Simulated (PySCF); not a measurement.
PySCF run on OF

File input.py (PySCF 2.14):

```python
from pyscf import gto, scf, solvent

mol = gto.M(
    atom='O 0 0 0; F 0 0 1.094',
    basis='6-311g**',
    charge=0,
    spin=1,
    verbose=3,
)
mf = scf.UHF(mol)
mf = mf.density_fit(auxbasis='def2-universal-jkfit')
mf = solvent.PCM(mf)
mf.with_solvent.eps = 2.27
mf.kernel()
mf.analyze()
print('orbital energies (hartree):', [e[max(0, n-3):n+3].round(4) for e, n in zip(mf.mo_energy, mol.nelec)])
```

```bash
$ OMP_NUM_THREADS=1 python input.py
```

Output (some set-up lines and the per-cycle HOMO/LUMO lines with their warnings removed):

```
WARN: PCM is an experimental feature. It is still in testing.
Features and APIs may be changed in the future.

converged SCF energy = -174.102800719854  <S^2> = 0.75723725  2S+1 = 2.0072242
**** MO energy ****
                             alpha | beta                alpha | beta
MO #1   energy= -26.416167820405   | -26.4030227223364  occ= 1 | 1
MO #2   energy= -20.694766383227   | -20.6557384613092  occ= 1 | 1
MO #3   energy= -1.96613844726491  | -1.91730173152483  occ= 1 | 1
MO #4   energy= -1.25638324724322  | -1.15553620663401  occ= 1 | 1
MO #5   energy= -0.940387603517877 | -0.876643438059972 occ= 1 | 1
MO #6   energy= -0.895192275694187 | -0.78959360622559  occ= 1 | 1
MO #7   energy= -0.835540996032908 | -0.769006112283074 occ= 1 | 1
MO #8   energy= -0.560293450843466 | -0.455882128198056 occ= 1 | 1
MO #9   energy= -0.492639095688054 | 0.142501239046979  occ= 1 | 0
MO #10  energy= 0.511588587964724  | 0.543873463345193  occ= 0 | 0
MO #11  energy= 0.8971361913439    | 0.953384446031292  occ= 0 | 0
MO #12  energy= 0.938594414329362  | 0.990382373670835  occ= 0 | 0
[24 lines left out]

To work with the spin densities directly, `use mulliken_meta_spin()` only printing them here.

 ** Mulliken spin pop alpha/beta on meta-lowdin orthogonal AOs **
 ** Mulliken Spin Density (per atom)  **
spin density of  0 O =      0.84957
spin density of  1 F =      0.15043
 ** Mulliken pop alpha/beta on meta-lowdin orthogonal AOs **
 ** Mulliken atomic charges   ( Nelec_alpha | Nelec_beta ) **
charge of  0O =     -0.01143  (     4.43050      3.58093 )
charge of  1F =      0.01143  (     4.56950      4.41907 )
Dipole moment(X, Y, Z, Debye):  0.00000,  0.00000,  0.47735
orbital energies (hartree): [array([-0.8355, -0.5603, -0.4926,  0.5116,  0.8971,  0.9386]), array([-0.7896, -0.769 , -0.4559,  0.1425,  0.5439,  0.9534])]
```

In short: E(SCF) = -174.102801 Eh, ⟨S²⟩ = 0.757, μz(SCF) = 0.48 D.

Run time: 1.1 s on 1 thread of Intel Xeon 6975P-C (shared host).

The bond length is a typed value, not an optimised one. No search for the lowest solution was made.
